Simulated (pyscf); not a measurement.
Structures and frequencies: ωB97X-D3(BJ)/def2-SVP in PySCF.

Task: Estimate the classical barrier height and the reaction energy of Br–SiH₂–Br + NH₃ → HBr + H₂N–SiH₂–Br at HF/def2-TZVP. The step runs on the singlet surface, breaks Br–Si, H–N and forms Br–H, N–Si; take the separated reactants as zero.

Result: ΔE‡ = 0.66 eV, ΔE = +0.25 eV. ωB97M-D3(BJ)/def2-TZVP gives 0.26 eV and +0.26 eV. Zero-point energy shifts the barrier by -0.04 eV. It is a four-centre exchange, with an imaginary mode of 467i cm⁻¹. On the reactant side the descent ends in an adduct with a N–Si contact, 0.14 eV under the separated species and 0.47 eV under the saddle at ωB97X-D3(BJ)/def2-TZVP. On the product side the descent ends in a complex, 0.23 eV under the separated species and 0.16 eV under the saddle at ωB97X-D3(BJ)/def2-TZVP. What is counted as formed (N–Si) is already present as a longer contact in the reactant adduct; forming that adduct is a step of its own. This is the saddle that the search found; another between the same sides may lie lower. Elements up to Kr have no core potential and no relativistic terms here.
